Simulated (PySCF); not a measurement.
C2H5NO. Atoms are numbered in the order given.

```xyz
9

C      0.2893     1.3794     0.0000
C     -0.1540    -0.0811     0.0000
N      0.8767    -0.9898     0.0000
O     -1.3302    -0.4256     0.0000
H      0.9023     1.6109     0.8954
H      0.9023     1.6109    -0.8954
H     -0.6101     2.0189     0.0000
H      0.6419    -1.9824     0.0000
H      1.8570    -0.7148     0.0000
```

Geometry: PBE-D3(BJ)/def2-SVP. A frequency run showed that this geometry is not a minimum. One conformer was computed; it need not be the lowest.

Method: PBE/pcSseg-1 run with PySCF.

GIAO shieldings, no solvent; atoms listed in one row are averaged. δ = σ(ref) − σ: ¹³C against TMS (σ = 182.0 ppm); ¹⁵N against NH3 (σ = 267.0 ppm); ¹⁷O against H2O (σ = 334.3 ppm); ¹H against TMS (σ = 31.49 ppm), references at their B3LYP-D3(BJ)/def2-TZVP geometries, non-relativistic.

```json
[
 {"nucleus": "¹³C", "atoms": "C2", "count": "1", "δ (ppm)": "168.0"},
 {"nucleus": "¹³C", "atoms": "C1", "count": "1", "δ (ppm)": "26.0"},
 {"nucleus": "¹⁵N", "atoms": "N3", "count": "1", "δ (ppm)": "123.8"},
 {"nucleus": "¹⁷O", "atoms": "O4", "count": "1", "δ (ppm)": "458.8"},
 {"nucleus": "¹H", "atoms": "H9", "count": "1", "δ (ppm)": "5.09"},
 {"nucleus": "¹H", "atoms": "H8", "count": "1", "δ (ppm)": "4.65"},
 {"nucleus": "¹H", "atoms": "H5, H6, H7", "count": "3", "δ (ppm)": "2.32"}
]
```
